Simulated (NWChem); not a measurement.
## Excited singlets of dimethyl ether (C2H6O) by symmetry

SMILES: COC
```xyz
9

C     -1.1611     0.0000    -0.1881
O      0.0000     0.0000     0.5778
C      1.1611     0.0000    -0.1881
H     -1.2330    -0.8952    -0.8395
H     -1.2330     0.8952    -0.8395
H     -2.0215     0.0000     0.4963
H      1.2330    -0.8952    -0.8395
H      2.0215     0.0000     0.4963
H      1.2330     0.8952    -0.8395
```
Charge 0, spin multiplicity 1.

Program: NWChem. The geometry was optimised at PBE0/def2-SVP, a minimum by its harmonic frequencies.

Basis set: def2-SVP. Symmetry labels belong to the abelian group C2v used in the runs, with the axes of the coordinates shown. Entries are the lowest vertical excitation energy of each symmetry in eV (for CIS and TDDFT among the lowest few roots); a state of one symmetry need not have the same character in every method. Symmetries that some method's roots don't reach, or where a double excitation leads the EOM-CCSD root, are left out.

The correlated methods keep 3 core orbitals frozen. B3LYP has NWChem's definition, with VWN1-RPA local correlation. No row is a measurement; the coupled-cluster row has its own basis-set and correlation limits.

```json
[
 {"method": "CIS", "b2": "10.20", "a2": "11.42"},
 {"method": "TD-PBE", "b2": "6.78", "a2": "7.94"},
 {"method": "TD-B3LYP", "b2": "7.49", "a2": "8.70"},
 {"method": "TD-PBE0", "b2": "7.79", "a2": "9.09"},
 {"method": "EOM-CCSD", "b2": "8.41", "a2": "9.91"}
]
```
